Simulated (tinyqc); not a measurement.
Worked calculation: geometry optimisation on the RHF/sto-3g surface (energies and gradients from PySCF), for LiH, spin multiplicity 1. One step of it, computed by the program tinyqc.

Problem. Step 1: move. Quasi-Newton step p = -H^(-1) g (first H = 0.6 times the unit matrix); steps longer than 0.5 bohr are cut back.

positions at the start (bohr):
```
            x         y         z
1Li  0.000000  0.000000  0.000000
2H   0.000000  0.000000  2.664514
```

gradient (hartree/bohr):
```
              x           y            z
1Li  0.00000000  0.00000000   0.02570685
2H   0.00000000  0.00000000  -0.02570685
```

Give: positions after step 1.

Solution.

positions after step 1 (bohr):
```
          x       y        z
1Li  0.0000  0.0000  -0.0428
2H   0.0000  0.0000   2.7074
```
